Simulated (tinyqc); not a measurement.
A ladder of methods, and size consistency: correlation methods against full CI in the sto-3g basis, for H2O, spin multiplicity 1. Computed by the program tinyqc with PySCF. All electrons correlated; +Q is the Davidson correction (1 - c0^2) E_corr. The last columns treat two copies 100 angstrom apart as one system. FCI is the lowest singlet.

Geometry (angstrom):
```
atom       x        y       z
O     0.0000   0.0000  0.0000
H     0.0000   0.7850  0.7770
H     0.0000  -0.7790  0.7710
```

RHF energy of one = -74.941582 hartree

Correlation energies (hartree):
```
method   E_corr of one  share of FCI (%)  E_corr of two at 100 angstrom  two minus twice one (mhartree)
MP2          -0.052089           70.7287                      -0.104177                          0.0000
CISD         -0.071780           97.4667                      -0.137545                          6.0150
CISD+Q       -0.075063          101.9248                      -0.148587                          1.5398
CCSD         -0.073417           99.6893                      -0.146834                          0.0000
CCSD(T)      -0.073506           99.8109                      -0.147013                          0.0000
FCI          -0.073646          100.0000                              -                               -
```

What does the comparison show, and why?

MP2 recovers 71 %, CISD 97.5 % and CCSD 99.7 % of the FCI value (c0^2 = 0.954 in CISD). MP2 and coupled cluster are size consistent, so their last column vanishes; CISD loses 6.01 mhartree, since a double excitation on each copy is a quadruple of the pair, and the Davidson correction leaves +1.54.
